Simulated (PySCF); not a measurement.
# AlH2O (SMILES [O][AlH2]): UM06-2X/STO-3G

What is the vertical ionisation energy of AlH2O at UM06-2X/STO-3G? 

The calculation is run with PySCF 2.14.0.

7 further runs of the same task are left out: 7 set aside as unsound or not needed.

## Step 1: The system as given

AlH2O has 4 atoms, charge 0, and is taken as a doublet. As SMILES, `[O][AlH2]`. Geometry: relaxed at PBE0-D4/def2-TZVP.

Bond lengths: O1–Al2 1.727 Å, Al2–H3 1.578 Å, Al2–H4 1.578 Å. Angles: O1–Al2–H3 115.8°, O1–Al2–H4 115.8°, H3–Al2–H4 128.3°.

## Step 2: A single-point energy at UM06-2X/STO-3G

File calc.py:

```python
# [O][AlH2]
from pyscf import gto, dft

mol = gto.M(
    atom='''
O        0.062600      -0.856300       1.401400
Al       0.011300       0.029900      -0.080400
H       -1.149600      -0.360800      -1.076000
H        1.131100       1.126800      -0.265300
''',
    verbose=3,
    charge=0,
    spin=1,
    basis='sto-3g',
    max_memory=1860,
)

myscf = dft.UKS(mol)
myscf.xc = 'm06-2x'
myscf.conv_tol = 1e-10
myscf.grids.level = 5
myscf.kernel()
if not myscf.converged:
    myscf = myscf.newton().run(myscf.mo_coeff, myscf.mo_occ)

e_tot = myscf.e_tot
print(f'total energy: {e_tot:.8f} hartree')
```

On the command line:

```console
$ OMP_NUM_THREADS=1 python calc.py
```

Output:

```text
WARN: HOMO -0.318519369997055 >= LUMO -0.318519369997066

converged SCF energy = -314.826915606697  <S^2> = 0.7554547  2S+1 = 2.0054473
total energy: -314.82691561 hartree
```

It took 5.4 s on 1 thread of Arm Neoverse V2, shared host; peak memory 0.2 GiB.

## Step 3: The singlet cation, same level

File run.py:

```python
from pyscf import gto, dft

molecule = gto.Mole()
molecule.atom = 'O 0.062600 -0.856300 1.401400; Al 0.011300 0.029900 -0.080400; H -1.149600 -0.360800 -1.076000; H 1.131100 1.126800 -0.265300'
molecule.verbose = 4
molecule.basis = 'sto-3g'
molecule.max_memory = 1860
molecule.charge = 1
molecule.build()

calc0 = dft.RKS(molecule, xc='m06-2x')
calc0.conv_tol = 1e-10
calc0.grids.level = 5
calc0.kernel()
if not calc0.converged:
    calc0 = calc0.newton().run(calc0.mo_coeff, calc0.mo_occ)

energy = calc0.e_tot
print(f'total energy: {energy:.8f} hartree')
```

On the command line:

```console
$ OMP_NUM_THREADS=1 python run.py
```

Output:

```text
PySCF version 2.14.0

[INPUT] num. atoms = 4
[INPUT] num. electrons = 22
[INPUT] charge = 1
[INPUT] spin (= nelec alpha-beta = 2S) = 0
[INPUT] symmetry False subgroup None
[INPUT] Mole.unit = angstrom
[INPUT] Symbol           X                Y                Z      unit          X                Y                Z       unit  Magmom
[INPUT]  1 O      0.062600000000  -0.856300000000   1.401400000000 AA    0.118296855398  -1.618172480465   2.648262190965 Bohr   0.0
[INPUT]  2 Al     0.011300000000   0.029900000000  -0.080400000000 AA    0.021353905208   0.056502811124  -0.151933980415 Bohr   0.0
[INPUT]  3 H     -1.149600000000  -0.360800000000  -1.076000000000 AA   -2.172429152800  -0.681813185743  -2.033345310032 Bohr   0.0
[INPUT]  4 H      1.131100000000   1.126800000000  -0.265300000000 AA    2.137469219496   2.129343397160  -0.501344340847 Bohr   0.0

nuclear repulsion = 43.7851309922096
number of shells = 10
number of NR pGTOs = 48
number of NR cGTOs = 16
basis = sto-3g
ecp = {}

******** <class 'pyscf.dft.rks.RKS'> ********
method = RKS
initial guess = minao
damping factor = 0
level_shift factor = 0
DIIS = <class 'pyscf.scf.diis.CDIIS'>
diis_start_cycle = 1
diis_space = 8
diis_damp = 0
SCF conv_tol = 1e-10
SCF conv_tol_grad = None
SCF max_cycles = 50
direct_scf = True
direct_scf_tol = 1e-13
XC library pyscf.dft.libxc version 7.0.0
    S. Lehtola, C. Steigemann, M. J.T. Oliveira, and M. A.L. Marques.,  SoftwareX 7, 1–5 (2018)
XC functionals = m06-2x
    Y. Zhao and D. G. Truhlar.,  Theor. Chem. Acc. 120, 215 (2008)
    Y. Zhao and D. G. Truhlar.,  Theor. Chem. Acc. 120, 215 (2008)
radial grids:
    Treutler-Ahlrichs [JCP 102, 346 (1995); DOI:10.1063/1.469408] (M4) radial grids

becke partition: Becke, JCP 88, 2547 (1988); DOI:10.1063/1.454033
pruning grids: <function nwchem_prune>
grids dens level: 5
symmetrized grids: False
atomic radii adjust function: <function treutler_atomic_radii_adjust>
small_rho_cutoff = 0
Set gradient conv threshold to 1e-05
Initial guess from minao.
tot grids = 133112
init E= -314.361554460385
  HOMO = -0.402167751086607  LUMO = -0.318519369997059  gap/eV = 2.27619
cycle= 1 E= -313.889038378555  delta_E= 0.473  |g|= 0.968  |ddm|= 2.25
  HOMO = -0.23061508314675  LUMO = -0.0999579057652117  gap/eV = 3.55536
cycle= 2 E= -308.592983488152  delta_E=  5.3  |g|= 3.32  |ddm|= 5.77
  HOMO = -0.381317913203793  LUMO = -0.304309270509039  gap/eV = 2.09551
cycle= 3 E= -314.17677626477  delta_E= -5.58  |g|= 0.874  |ddm|=  4.8
  HOMO = -0.517282317012152  LUMO = -0.336069070303771  gap/eV = 4.93106
cycle= 4 E= -314.367096765979  delta_E= -0.19  |g|= 0.502  |ddm|= 0.566
  HOMO = -0.578755895578775  LUMO = -0.408312661687028  gap/eV = 4.63800
cycle= 5 E= -314.48086801946  delta_E= -0.114  |g|= 0.0457  |ddm|= 0.699
  HOMO = -0.589673742984295  LUMO = -0.400422224240464  gap/eV = 5.14980
cycle= 6 E= -314.481941933896  delta_E= -0.00107  |g|= 0.00479  |ddm|= 0.0829
  HOMO = -0.591907321041468  LUMO = -0.397163782855509  gap/eV = 5.29924
cycle= 7 E= -314.481953640949  delta_E= -1.17e-05  |g|= 0.00116  |ddm|= 0.0103
  HOMO = -0.591740769171383  LUMO = -0.397558027866292  gap/eV = 5.28398
cycle= 8 E= -314.481954292951  delta_E= -6.52e-07  |g|= 0.000286  |ddm|= 0.00174
  HOMO = -0.59174241171621  LUMO = -0.397581275472044  gap/eV = 5.28339
cycle= 9 E= -314.481954331568  delta_E= -3.86e-08  |g|= 6.53e-05  |ddm|= 0.000386
  HOMO = -0.59174614842455  LUMO = -0.397586277813715  gap/eV = 5.28336
cycle= 10 E= -314.481954334129  delta_E= -2.56e-09  |g|= 1.16e-05  |ddm|= 0.000118
  HOMO = -0.59174560686712  LUMO = -0.397587550370019  gap/eV = 5.28331
cycle= 11 E= -314.481954334765  delta_E= -6.36e-10  |g|= 7.52e-06  |ddm|= 0.000103
  HOMO = -0.591745724980439  LUMO = -0.397587479451216  gap/eV = 5.28331
cycle= 12 E= -314.481954335669  delta_E= -9.04e-10  |g|= 3.83e-06  |ddm|= 0.000247
  HOMO = -0.591745823143027  LUMO = -0.397587322934907  gap/eV = 5.28332
cycle= 13 E= -314.481954335824  delta_E= -1.55e-10  |g|= 2.61e-06  |ddm|= 8.13e-05
  HOMO = -0.591745829713527  LUMO = -0.397587297446194  gap/eV = 5.28332
cycle= 14 E= -314.481954335922  delta_E= -9.78e-11  |g|= 9.7e-07  |ddm|= 9.99e-05
  HOMO = -0.591745785764256  LUMO = -0.397587566749585  gap/eV = 5.28331
Extra cycle  E= -314.481954335923  delta_E= -1.36e-12  |g|= 1.16e-06  |ddm|= 4.09e-06
converged SCF energy = -314.481954335923
total energy: -314.48195434 hartree
```

Wall time 3 s (1 thread of Arm Neoverse V2, shared host); peak memory 0.19 GiB.

## Step 4: Outcome

At UM06-2X/STO-3G:

```
                                          quantity          value
                       doublet AlH2O: total energy  -314.82692 Eh
                      doublet AlH2O: dipole moment         0.78 D
 doublet AlH2O: HOMO energy (highest over α and β)       -5.44 eV
  doublet AlH2O: LUMO energy (lowest over α and β)        3.67 eV
                               doublet AlH2O: ⟨S²⟩          0.755
                      singlet cation: total energy  -314.48195 Eh
                       singlet cation: HOMO energy      -16.10 eV
                       singlet cation: LUMO energy      -10.82 eV
                     singlet cation: HOMO–LUMO gap        5.28 eV
vertical ionisation energy (to the singlet cation)       9.387 eV
```

In words: Removing an electron at fixed nuclei costs 9.39 eV (216 kcal/mol). Only the singlet of the ionised species was computed; a triplet could lie lower. In a minimal basis such a difference can be off by several eV, whatever the method. Mulliken charges (doublet AlH2O) run from -0.29 on O1 to +0.76 on Al2; they depend strongly on the basis.
